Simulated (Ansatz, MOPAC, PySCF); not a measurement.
Reaction (SMILES): FCl → F atom + Cl atom (the Cl-F bond breaks)

Property: bond dissociation energy (enthalpy at 298 K), in kcal/mol. Terms: six Cartesian d functions in 6-31G* and its kin unless marked 5d; 6-311+G** with 5d, 6d on Na to Ar in Ansatz (a quantum-chemistry and plane-wave program); UHF or UKS for open shells; frozen cores in correlated levels; spin-orbit terms left out; PM7 with its own dispersion and hydrogen-bond terms; non-relativistic; LANL2DZ with its own core potentials from Na on. CBS marks a two-point X^-3 extrapolation of the correlation energy; Hartree-Fock from the larger set (for Q and 5 zeta extrapolated as (X+1)exp(-9√X)). Ab initio and DFT rows: single points at B3LYP-D3(BJ) geometries (Ansatz), with unscaled harmonic terms from B3LYP/6-31G* at its own minima. Semi-empirical rows: MOPAC heats of formation at their own minima for 298 K.

Measured values: Active Thermochemical Tables 1.112 (ions: stationary electron), as tabulated in the package chemicals; they hold spin-orbit and core effects, anharmonicity. 

Value to compare with, the measured value: 61.3 kcal/mol.

```csv
level,program,bond dissociation energy (enthalpy at 298 K) (kcal/mol),error
AM1,MOPAC,58.4,-2.9
PM3,MOPAC,69.6,8.3
PM7,MOPAC,67.8,6.5
HF/3-21G,Ansatz,-11.2,-72.5
B3LYP/LANL2DZ,Ansatz,32.2,-29.1
B3LYP/6-31G,Ansatz,36.1,-25.2
B3LYP/6-31G*,Ansatz,56.6,-4.7
M06-2X/6-311+G**,PySCF,52.4,-8.9
MP2/3-21G,Ansatz,27.4,-33.9
MP2/6-31G*,Ansatz,54.3,-7.0
B3LYP/def2-TZVPD,Ansatz,60.0,-1.3
"CCSD(T)/CBS(cc-pV(Q+d)Z,cc-pV(5+d)Z)",Ansatz,62.3,1.0
```

Among the 10 habitual levels, HF/3-21G lies farthest from the measured value (-72.5 kcal/mol); 2 of 10 lie above it, and their mean absolute error is 19.9 kcal/mol, the median 8.6. One case shows no general order.

The levels are drawn from those run, B3LYP/6-31G* more often than the rest, none by its result; runs whose electronic state is in doubt are left out.
